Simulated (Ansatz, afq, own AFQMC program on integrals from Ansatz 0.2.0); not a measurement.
# BSiH2, doublet → BSiH2, quartet, worked out

```tsv
atom	x (Å)	y (Å)	z (Å)
Si	0.0000	-0.0053	0.5948
B	0.0000	-0.0779	-1.2479
H	0.0000	1.1505	-0.7602
H	0.0000	-0.1670	-2.4296
```

Connectivity, by distances: Si–BH, 1 bridging H.

Both states at this geometry.

Basis cc-pVDZ. Only valence electrons are correlated. Integrals, coupled cluster, full CI and functionals: Ansatz 0.2.0; the random walks run on the same integrals in our own AFQMC program. The CISD trial takes its coefficients from CCSD amplitudes. Released means that phaseless walkers are propagated on without the constraint, phases kept. Uncertainties: one standard error, sampling alone.

Total energies in eV. CBS is CCSD(T) at the limit of def2-TZVPP/QZVPP (extrapolated itself); the highest rung of each member is named.

Cautions: BSiH₂ (quartet): another spin lies lower, raised T1 diagnostic (T1 0.041, weight of the determinant 0.86, largest double 0.09), the released energies move by 1.5 errors or more from one time to the next, so no released level is given (meV from the phaseless value at times in 1/Eh: 1 ± 17 at 0.24, -15 ± 12 at 0.51, -10 ± 10 at 0.99, 14 ± 11 at 1.62, -25 ± 12 at 2.40), though the last usable value meets CCSDT(Q) within the noise; core correlation is missing, and it shifts such a gap most where an s electron is promoted.

| member | count | CCSD(T)/cc-pVDZ | highest rung in cc-pVDZ | which | CCSD(T)/CBS |
| --- | --- | --- | --- | --- | --- |
| BSiH₂, quartet | +1 | -8565.0353 | -8565.0878 | CCSDT(Q) | -8567.1069 |
| BSiH₂, doublet | -1 | -8568.0838 | -8568.1316 | CCSDT(Q) | -8570.1987 |

Q: Work out the best estimate of the vertical spin gap: the CCSD(T)/CBS difference plus the step from CCSD(T) to the highest rung.

A: Sums with the counts: CCSD(T)/CBS 3.0918 eV, highest rung 3.0438 eV, CCSD(T)/cc-pVDZ 3.0485 eV. The step is 3.0438 − 3.0485 = -0.0047 eV, so the best estimate is 3.0918 + (-0.0047) = 3.0871 eV = 71.2 kcal/mol. The basis set is worth 0.043 eV of it. Zero-point, core-correlation and spin–orbit terms aren't in it. Past Ne the Hartree–Fock part of each CBS total tends to overshoot, since the cores don't follow the formula; that largely cancels in the difference.

Best estimates are given only where the step beyond CCSD(T) is under 0.3 eV and no member's determinant is very poor (T1 over 0.05, or 0.07 for open shells, ⟨S²⟩ too high by 0.3, two states mixed), so the hardest cases are missing from such tables.

CCSDT and higher add their correlation energy to the determinant of the CCSD(T) run, since their own runs factorise the integrals more tightly (a shift of under 2 meV). Each member of a difference takes its own highest rung, so a best estimate needn't equal the limit plus the step of one row.
